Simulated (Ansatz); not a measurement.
# C2HF: the cost of one run

Method: RKS PBE-D4/def2-SVP, in Ansatz 0.2.0.

## Step 1: The starting structure

Bond lengths: C1–C2 1.135 Å, C2–F3 1.317 Å, C1–H4 1.096 Å. Angles: C1–C2–F3 179.0°, C2–C1–H4 177.6°.

Structure file:

```xyz
4

C    -0.3451    0.4088   -0.2877
C     0.2944   -0.3735    0.2303
F     1.0393   -1.2914    0.8111
H    -0.9331    1.1958   -0.7740
```

## Step 2: Relaxing end A

input.yaml reads:

```yaml
crystal:
  periodic: [false, false, false]
  atoms:
    - { symbol: C, position_ang: [-0.3451, 0.4088, -0.2877] }
    - { symbol: C, position_ang: [0.2944, -0.3735, 0.2303] }
    - { symbol: F, position_ang: [1.0393, -1.2914, 0.8111] }
    - { symbol: H, position_ang: [-0.9331, 1.1958, -0.774] }
basis:
  gaussian: { orbitals: def2-SVP }
hamiltonian:
  xc: pbe
  dispersion: d4
relax:
  f_tol: 0.02
  max_steps: 50
output:
  orbitals: {}
```

Started as:

```console
> ansatz run input.yaml --threads 1 --pin off --max-ram 2048MiB --backend cpu --events-out ev --progress --plain --runs-dir out
```

**Question.** How long does this run take on 1 thread of an Arm CPU, shared host, and how much memory does it need?

About 3.6 s, with a peak of 0.1 GiB.
